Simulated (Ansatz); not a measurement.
Compare A (`C=CC=N`) with its isomer B (`CN1C=C1`).

Program: Ansatz. Geometries: PBE0-D4/def2-TZVP. ΔE: electronic, gas phase. CCSD(T)/CBS adds triple-zeta CCSD(T) − MP2 to the extrapolated MP2 energy (def2 sets, frozen cores). DFT in def2-TZVPP. B3LYP here is the variant with VWN-RPA as its local correlation; programs differ in this. One conformer a species, not always the lowest.

Question: Which is lower in electronic energy at CCSD(T)/CBS, and by how much? (Estimate.)

Answer: Computed: A, by 258.2 kJ/mol.

Question: Give E(B) − E(A) in kJ/mol with LDA (SPW92), CCSD/def2-TZVPP, B2PLYP, r2SCAN-D4, PBE-D4, B3LYP, CCSD(T)/def2-SVP. (Best estimate.)

Answer: Ansatz gave: LDA (SPW92) 236.8, CCSD/def2-TZVPP 264.4, B2PLYP 264.8, r2SCAN-D4 258.4, PBE-D4 247.9, B3LYP 267.7, CCSD(T)/def2-SVP 266.0. None reverses the order clearly.

Question: Does the order hold for the free energy at 298.15 K (harmonic terms from PBE0-D4)? (Estimate.)

Answer: Ansatz gave: Yes: G(B) − G(A) = +251.4 kJ/mol, for one conformer each.

Largest T1 diagnostic: 0.012.

In def2-TZVPP, CCSD(T) changes the Hartree–Fock value by −27.6 kJ/mol (the triples alone add −2.3 kJ/mol) and MP2 by −37.7 kJ/mol. At CCSD(T), def2-SVP lies +7.9 kJ/mol from the extrapolated value and def2-TZVPP +4.0 kJ/mol.
